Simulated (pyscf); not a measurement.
PySCF, gas phase, ωB97X-D3(BJ)/def2-SVP geometries.

Question: Estimate the classical barrier height and the reaction energy of `[SnH4]` + `[NH3]` → `[NH2][SnH3]` + `[H][H]` at ωB97M-D3(BJ)/def2-TZVP. The step runs on the singlet surface, breaks H–Sn, H–N and forms N–Sn, H–H; take the separated reactants as zero.

Answer: ΔE‡ = 43.3 kcal/mol, ΔE = +8.7 kcal/mol. Zero-point energy shifts the barrier by -1.1 kcal/mol. It is a four-centre exchange, with an imaginary mode of 1511i cm⁻¹. On the reactant side the descent ends in a complex (not fully relaxed), 4.1 kcal/mol under the separated species and 45.5 kcal/mol under the saddle at ωB97X-D3(BJ)/def2-TZVP. At the saddle there is also a short H–Sn contact that neither side keeps. The same reactants have a lower exit, to SnH₂ [singlet] + NH₃ + H₂ (barrier +33.3 kcal/mol at ωB97M-D3(BJ)/def2-TZVP, against +43.3 kcal/mol here). One saddle was located; it need not be the lowest between these sides. Elements past Kr carry the def2 core potentials, without spin-orbit coupling.
